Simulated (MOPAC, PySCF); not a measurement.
H3N, SMILES `N`, neutral singlet in the gas phase. 

Cartesian coordinates (Å):
```xyz
4

N      0.0034     0.0011     0.3060
H     -0.4711    -0.8118    -0.0939
H     -0.4688     0.8124    -0.0996
H      0.9366    -0.0017    -0.1125
```
Charge 0, spin multiplicity 1.

All levels are single points at this geometry (B3LYP-D3(BJ)/def2-SVP); Pople sets use spherical d functions. Orbital energies aren't observables, and empty levels follow the basis.

```
level                            HOMO (eV)  LUMO (eV)  gap (eV)  dipole (D)  vertical IE, Delta-SCF (eV)
-------------------------------  ---------  ---------  --------  ----------  ---------------------------
B3LYP-D3(BJ)/def2-TZVP in PySCF      -7.45       0.58      8.03        1.78                        11.03
B3LYP/6-311+G** in PySCF             -7.53       0.21      7.74        1.85                            –
BP86/6-31G* in PySCF                 -5.59       1.60      7.19        1.93                            –
HF/3-21G in PySCF                   -11.13       7.19     18.32        2.26                            –
AM1 in MOPAC                        -10.75       4.15     14.90        1.96                            –
PM7 in MOPAC                        -10.58       4.51     15.09        2.50                            –
```
